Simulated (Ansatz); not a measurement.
Start from `F/C=N\CF` and change one atom or group to get `OC/N=C\F`.

Ansatz, PBE0-D4/def2-TZVP geometries, multiplicity 1. Each molecule was computed in one conformer, which needn't be the lowest.

```json
{"property": "size of the dipole moment (B3LYP/def2-TZVPP) / D", "`F/C=N\\CF`": "1.57"}
{"property": "LUMO energy (PBE0/def2-TZVPP) / eV", "`F/C=N\\CF`": "-0.24"}
{"property": "HOMO energy (PBE/def2-TZVPP) / eV", "`F/C=N\\CF`": "-7.18"}
{"property": "HOMO energy (B3LYP/def2-TZVPP) / eV", "`F/C=N\\CF`": "-8.54"}
{"property": "HOMO–LUMO gap (ωB97M-V/def2-TZVPP) / eV", "`F/C=N\\CF`": "13.14"}
{"property": "LUMO energy (ωB97M-V/def2-TZVPP) / eV", "`F/C=N\\CF`": "2.00"}
```

(1) Give the same properties after the change, and the shifts. (Estimate.)

## Answers

(1) The calculation gave: 
```
                                        property  `OC/N=C\F`  shift
size of the dipole moment (B3LYP/def2-TZVPP) / D        1.71   0.14
              LUMO energy (PBE0/def2-TZVPP) / eV       -0.30  -0.06
               HOMO energy (PBE/def2-TZVPP) / eV       -6.52   0.66
             HOMO energy (B3LYP/def2-TZVPP) / eV       -7.96   0.58
         HOMO–LUMO gap (ωB97M-V/def2-TZVPP) / eV       12.56  -0.58
           LUMO energy (ωB97M-V/def2-TZVPP) / eV        1.95  -0.05
```

With PBE0 the HOMO rises by 0.60 eV and the LUMO falls by 0.06 eV, so the gap narrows by about 0.66 eV. PBE moves the HOMO by 0.66 eV and ωB97M-V by 0.53 eV. The zero-point energy changes by 31.6 kJ/mol with +3 modes. Dipoles are sizes alone; their direction can turn.

B3LYP here is the variant with VWN-RPA as its local correlation; programs differ in this.
